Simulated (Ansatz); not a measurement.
# CH2BCl (SMILES B[C]Cl): UCCSD(T)/STO-3G

What is the energy change on altering one bond length of CH2BCl at UCCSD(T)/STO-3G? 

Program for the calculation: Ansatz 0.2.0.

85 further runs of the same task are left out: 9 that didn't finish, 76 set aside as unsound or not needed.

## Step 1: Starting point

CH2BCl: 5 atoms, total charge 0, spin state triplet. SMILES: `B[C]Cl`. The coordinates come from a GFN2-xTB relaxation.

Bond lengths: B1–C2 1.474 Å, C2–Cl3 1.628 Å, B1–H4 1.177 Å, B1–H5 1.169 Å. Angles: B1–C2–Cl3 141.8°, C2–B1–H4 120.1°, C2–B1–H5 119.8°, H4–B1–H5 120.1°.

## Step 2: The energy at UCCSD(T)/STO-3G

The input, input.yaml:

```yaml
crystal:
  periodic: [false, false, false]
  atoms:
    - symbol: B
      position_ang: [0.414180, 0.139370, -0.472520]
    - symbol: C
      position_ang: [-0.487440, 0.280880, 0.684730]
    - symbol: Cl
      position_ang: [-1.470630, -0.583120, 1.652980]
    - symbol: H
      position_ang: [0.575730, -0.915570, -0.969770]
    - symbol: H
      position_ang: [0.968160, 1.078440, -0.895430]
basis:
  gaussian:
    orbitals: STO-3G
magnetization:
  spin_polarized: true
  initial_magnetization: 2
correlation:
  method: ccsd_t
  frozen_orbitals: {B: 1, C: 1, Cl: 5, H: 0}
accuracy: high
scf:
  omitted_lower_state_checks: [cluster_reference, increment]
```

The run is started by

```bash
$ ansatz run input.yaml --threads 1 --pin off --max-ram 2610MiB --events-out events.jsonl --progress --plain --runs-dir runs
```

The log of the run, shortened:

```text
Warning: RAYON_NUM_THREADS=1 ignored (pool sized by the plan → 1); use --threads N
Functional definition: HF
  name "HF"
[...]
370 factors; integrals over basis functions are off by at most 6.8e-9 eV
[...]
mean field -14079.19836573 eV, -517.4009967171 hartree, gradient 9.6e-9 eV, S^2 2.015272; 0 other end points of the search recorded, 0 dependent functions left out
7 core orbitals not correlated: weight in the atoms' cores, before any rotation towards them, 1.000 or more for the frozen orbitals, at most 0.000 for the correlated occupied ones
reference -14079.19836573 eV, -517.4009967171 hartree; 9, 7 occupied and 5, 7 virtual orbitals, 370 factors
second order -1.75734834 eV of doubles, -0.00000000 eV of singles
cycle   1  -2.16069751 eV  change   -4.0e-1 eV  update   6.3e-2
[...]
cycle  22  -2.45408852 eV  change   -1.1e-9 eV  update   1.5e-9
perturbative correction -0.04544941 eV, -0.0016702349 hartree
Total energy: -14081.69790365 eV, -517.4928530416 hartree
Checks for a lower state left out: cluster_reference, increment
```

Run time: 0.24 s. Hardware: 1 thread of Arm Neoverse V2, shared host.

## Step 3: The distorted shape, same level

The input, input.yaml:

```yaml
crystal:
  periodic: [false, false, false]
  atoms:
    - {symbol: B, position_ang: [0.659972, 0.355365, -0.714577]}
    - {symbol: C, position_ang: [-0.241648, 0.496875, 0.442673]}
    - {symbol: Cl, position_ang: [-1.470630, -0.583120, 1.652980]}
    - {symbol: H, position_ang: [0.821522, -0.699575, -1.211827]}
    - {symbol: H, position_ang: [1.213952, 1.294435, -1.137487]}
basis:
  gaussian:
    orbitals: STO-3G
magnetization:
  spin_polarized: true
  initial_magnetization: 2
correlation:
  method: ccsd_t
  frozen_orbitals: {B: 1, C: 1, Cl: 5, H: 0}
accuracy: high
scf:
  omitted_lower_state_checks: [cluster_reference, increment]
```

The run is started by

```bash
$ ansatz run input.yaml --threads 1 --pin off --max-ram 2610MiB --events-out events.jsonl --progress --plain --runs-dir runs
```

The log of the run, shortened:

```text
Warning: RAYON_NUM_THREADS=1 ignored (pool sized by the plan → 1); use --threads N
[... 2 set-up lines as earlier in the session ...]
[...]
363 factors; integrals over basis functions are off by at most 6.8e-9 eV
[...]
mean field -14078.64357242 eV, -517.3806084392 hartree, gradient 2.2e-8 eV, S^2 2.073306; 0 other end points of the search recorded, 0 dependent functions left out
7 core orbitals not correlated: weight in the atoms' cores, before any rotation towards them, 1.000 or more for the frozen orbitals, at most 0.000 for the correlated occupied ones
reference -14078.64357242 eV, -517.3806084392 hartree; 9, 7 occupied and 5, 7 virtual orbitals, 363 factors
second order -1.82533562 eV of doubles, -0.00000000 eV of singles
cycle   1  -2.29304214 eV  change   -4.7e-1 eV  update   7.5e-2
[...]
cycle  28  -2.71254037 eV  change  -6.4e-10 eV  update   1.5e-9
perturbative correction -0.05674162 eV, -0.0020852161 hartree
Total energy: -14081.41285442 eV, -517.4823776754 hartree
Checks for a lower state left out: cluster_reference, increment
```

Run time: 0.26 s. Hardware: 1 thread of Arm Neoverse V2, shared host.

## Step 4: Outcome

Level: UCCSD(T)/STO-3G, 7 core orbitals frozen.

| quantity | value |
| --- | --- |
| first shape: total energy | -517.49285 Eh |
| first shape: correlation energy (7 core orbitals frozen) | -91.9 mEh |
| first shape: (T) correction | -1.67 mEh |
| first shape: ⟨S²⟩ of the reference determinant | 2.015 |
| first shape: T1 diagnostic | 0.019 |
| distorted shape: total energy | -517.48238 Eh |
| distorted shape: correlation energy (7 core orbitals frozen) | -101.8 mEh |
| distorted shape: (T) correction | -2.09 mEh |
| distorted shape: ⟨S²⟩ of the reference determinant | 2.073 |
| distorted shape: T1 diagnostic | 0.026 |
| energy change with the C2–Cl3 bond stretched from 1.628 to 2.035 Å | 0.285 eV |

**Reading.** With the C2–Cl3 bond stretched from 1.628 to 2.035 Å the energy rises by 0.29 eV (27.5 kJ/mol). The first shape isn't relaxed at this level, so the change isn't measured from a minimum. The minimal basis adds a large error of its own. The triples (first shape) make up 1.8 % of the correlation energy. The triples (distorted shape) make up 2.0 % of the correlation energy.
